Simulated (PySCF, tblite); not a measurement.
Breaking a bond: CN, doublet. Each curve is given relative to its own lowest point near equilibrium.

| R / Å | A | B | C | D |
|---|---|---|---|---|
| 0.93 | 239.0 | 172.9 | 215.6 | 211.2 |
| 1.00 | 107.4 | 62.4 | 91.3 | 88.5 |
| 1.05 | 51.7 | 21.6 | 40.6 | 38.7 |
| 1.10 | 19.0 | 2.8 | 12.3 | 11.4 |
| 1.12 | 10.9 | 0.0 | 6.0 | 5.4 |
| 1.16 | 1.7 | 0.7 | 0.0 | 0.0 |
| 1.20 | 0.0 | 8.1 | 1.3 | 1.8 |
| 1.23 | 2.6 | 16.9 | 5.9 | 6.8 |
| 1.28 | 12.4 | 36.2 | 19.0 | 20.3 |

Energies in mEh.

Assign the columns to these levels of theory: GFN2-xTB, 300 K electronic temperature in tblite 0.5.0; PySCF 2.14.0 with CCSD(T) on UHF/cc-pVDZ, 2 core orbitals frozen; unrestricted CAM-B3LYP/cc-pVDZ run with PySCF; unrestricted PBE0/cc-pVDZ run with PySCF 2.14.0.

A is UCCSD(T); B is GFN2-xTB; C is UKS-PBE0; D is UKS-CAM-B3LYP.

The scan ran from 0.93 to 4.65 Å; beyond the distances shown one of the unrestricted levels run for this scan, shown here or not, changes its spin distribution in one step. The unrestricted determinant behind UCCSD(T) is spin-contaminated at 1.05 to 1.28 Å (<S²> up to 1.6, against 0.75 for a pure doublet).
